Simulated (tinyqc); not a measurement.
Harmonic frequencies on the UHF/sto-6g surface (energies and gradients from PySCF), for H2O+, spin multiplicity 2, step by step. One step of it, computed by the program tinyqc.

Problem. Normal modes. Diagonalise H_ij / sqrt(m_i m_j); the 6 smallest eigenvalues belong to translations and rotations; wavenumber = sqrt(eigenvalue / 1822.888) x 219474.63; each mode has its largest component positive (the first on a tie); zero-point energy = sum of wavenumbers / 2, with 349.755 1/cm per kcal/mol. A mass of 2.014 u marks deuterium.

Hessian (symmetrised) (hartree/bohr^2):
```
             1Ox          1Oy          1Oz          2Hx          2Hy          2Hz          3Hx          3Hy
1Ox   0.00002283   0.00200588  -0.00003358  -0.00001037  -0.00098443  -0.00068566  -0.00001089  -0.00102146
1Oy   0.00200588   0.70594622   0.00059450  -0.00097981  -0.35204584  -0.24756149  -0.00102607  -0.35390188
1Oz  -0.00003358   0.00059450   0.42546076  -0.00052739  -0.19186069  -0.21366096   0.00056097   0.19126619
2Hx  -0.00001037  -0.00097981  -0.00052739   0.00001031   0.00104170   0.00060841  -0.00000073  -0.00006189
2Hy  -0.00098443  -0.35204584  -0.19186069   0.00104170   0.37301746   0.21979730  -0.00005727  -0.02097087
2Hz  -0.00068566  -0.24756149  -0.21366096   0.00060841   0.21979730   0.19389004   0.00007725   0.02776472
3Hx  -0.00001089  -0.00102607   0.00056097  -0.00000073  -0.00005727   0.00007725   0.00001084   0.00108335
3Hy  -0.00102146  -0.35390188   0.19126619  -0.00006189  -0.02097087   0.02776472   0.00108335   0.37487350
3Hz   0.00071924   0.24696699  -0.21180362  -0.00008102  -0.02793713   0.01977283  -0.00063822  -0.21903039

             3Hz
1Ox   0.00071924
1Oy   0.24696699
1Oz  -0.21180362
2Hx  -0.00008102
2Hy  -0.02793713
2Hz   0.01977283
3Hx  -0.00063822
3Hy  -0.21903039
3Hz   0.19203270
```

masses (u): 1O 15.994915, 2H 2.014102, 3H 2.014102

Give: eigenvalues of the mass-weighted Hessian; harmonic wavenumbers of the vibrations; mass-weighted modes; zero-point energy.

Solution.

eigenvalues of the mass-weighted Hessian (hartree/(bohr^2 u)): 0.0000  0.0000  0.0000  0.0000  0.0000  0.0000  0.0530  0.2753  0.3054

harmonic wavenumbers of the vibrations (1/cm): 1183.9  2696.9  2840.7

mass-weighted modes:
```
      mode 1   mode 2   mode 3
1Ox   0.0000   0.0000  -0.0011
1Oy   0.0008  -0.0006  -0.3802
1Oz  -0.3598   0.2677  -0.0008
2Hx  -0.0012  -0.0016   0.0015
2Hy  -0.4232  -0.5665   0.5349
2Hz   0.5062  -0.3784   0.3764
3Hx   0.0012   0.0016   0.0016
3Hy   0.4210   0.5681   0.5365
3Hz   0.5079  -0.3761  -0.3741
```

zero-point energy = 9.6090 kcal/mol
